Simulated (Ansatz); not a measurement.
C5H6S can be A, `C#CC(=C)SC`, or B, `Cc1cccs1`.

Gas-phase electronic energies from Ansatz, PBE0-D4/def2-TZVP geometries. CCSD(T)/CBS is the MP2 limit (def2-TZVPP, def2-QZVPP) plus CCSD(T) − MP2 in def2-TZVPP, frozen cores. Functionals use def2-TZVPP. B3LYP here is the variant with VWN-RPA as its local correlation; programs differ in this. Each species was taken in one conformer, which may not be the lowest.

Task: Which is lower in electronic energy at CCSD(T)/CBS, and by how much? (Estimate.)

Result: Ansatz gave: B, by 226.9 kJ/mol.

Task: Give E(B) − E(A) in kJ/mol with r2SCAN-D4, B2PLYP, MP2/def2-TZVPP, B3LYP, CCSD(T)/def2-TZVPP, CCSD/def2-TZVPP, BLYP-D4. (Best estimate.)

Result: Ansatz gave: r2SCAN-D4 -245.4, B2PLYP -225.5, MP2/def2-TZVPP -244.9, B3LYP -218.7, CCSD(T)/def2-TZVPP -225.9, CCSD/def2-TZVPP -221.6, BLYP-D4 -210.0. None reverses the order clearly.

Task: Does the order hold for the free energy at 298.15 K (harmonic terms from PBE0-D4)? (Estimate.)

Result: The calculation gave: Yes: G(B) − G(A) = -210.3 kJ/mol, for one conformer each.

Largest T1 diagnostic: 0.012.

From r2SCAN to r2SCAN0 (25 % exact exchange), in def2-TZVPP and without D4, E(B) − E(A) moves by −8.4 kJ/mol. In def2-TZVPP, CCSD(T) changes the Hartree–Fock value by −20.8 kJ/mol (the triples alone add −4.3 kJ/mol) and MP2 by −39.7 kJ/mol.
